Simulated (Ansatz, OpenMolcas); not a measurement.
# How basis sets differ on CHCl2F (dichlorofluoromethane)

CHCl2F has 5 atoms, charge 0, and is taken as a singlet. SMILES: `FC(Cl)Cl`. Geometry: relaxed at PBE0-D4/def2-TZVP.

Quantity: the dipole moment, in D. The values are calculated.

Measured value to compare with: NIST CCCBDB gives the dipole moment of the gas as 1.29 D.

| level | kind | program | value (D) | computed − measured |
| --- | --- | --- | --- | --- |
| PBE/cc-pVDZ | GGA | Ansatz | 1.19 | -0.10 |
| PBE/6-31G* (Cartesian functions) | GGA | Ansatz | 1.29 | 0.00 |
| PBE/def2-SVPD | GGA | OpenMolcas | 1.20 | -0.09 |
| PBE/cc-pVTZ | GGA | Ansatz | 1.18 | -0.11 |
| PBE/pcseg-2 | GGA | Ansatz | 1.23 | -0.06 |

Nearest: PBE/6-31G* (Cartesian functions) (0.00 D); farthest: PBE/cc-pVTZ (-0.11 D). The measured dipole is a vibrational average, so differences of a few hundredths of a debye mean little.
